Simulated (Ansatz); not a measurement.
# Correlation methods on HCO, doublet

Program: Ansatz, Gaussian basis, development build; BCCD by scripts on PySCF. Basis STO-3G, 2 core orbitals frozen, nonrelativistic. Perturbation and coupled-cluster methods stand on the Hartree–Fock determinant that coupled cluster favours; RHF here means ROHF, with semicanonical perturbation theory. The state met can differ between shapes. A minimal or small basis: far from the basis limit. The unrestricted determinant is a mixture of spins, so it may stand for another state.

Shape A. A bond is stretched, to 1.55 times the sum of the covalent radii.

```xyz
3

C     0.0000    0.0000    0.0000
H     0.0000    0.9200   -0.6300
O     0.0000    0.0000    2.1991
```

Shape B. A bond is stretched, to 2.19 times the sum of the covalent radii.

```json
{"atom": "C", "x (Å)": "0.0000", "y (Å)": "0.0000", "z (Å)": "0.0000"}
{"atom": "H", "x (Å)": "0.0000", "y (Å)": "1.9320", "z (Å)": "-1.3230"}
{"atom": "O", "x (Å)": "0.0000", "y (Å)": "0.0000", "z (Å)": "1.1760"}
```

Shape C. A bond is stretched, to 2.17 times the sum of the covalent radii.

```xyz
3

C     0.0000    0.0000    0.0000
H     0.0000    0.9200   -0.6300
O     0.0000    0.0000    3.0811
```

Correlation energy of CCSD(T), then each method's total less that of CCSD(T), in eV:

| case | E corr CCSD(T) | CCSD | BCCD | BCCD(T) | determinant |
| --- | --- | --- | --- | --- | --- |
| A RHF | -5.375 | +0.047 | +0.066 | +0.017 | 0.54 eV over the lowest such Hartree–Fock solution met |
| A UHF | -0.979 | +0.023 | +0.434 | +0.401 | ⟨S²⟩ = 2.631 |
| B RHF | -4.036 | +0.240 | +0.294 | +0.002 | – |
| B UHF | -4.032 | +0.240 | +0.294 | +0.001 | ⟨S²⟩ = 0.752 |
| C UHF | -0.561 | 0.000 | 0.000 | 0.000 | ⟨S²⟩ = 2.752 |

Question: How far does full CI lie from CCSD(T) in each case, and where is CCSD(T) within 1 kcal/mol (0.043 eV)?

Answer: A RHF: -0.456 eV (outside, other state); A UHF: -0.084 eV (outside, spin-contaminated determinant); B RHF: -0.026 eV (within); B UHF: -0.026 eV (within); C UHF: -0.007 eV (within, spin-contaminated determinant).

Coupled cluster and full CI may stand on different states here.
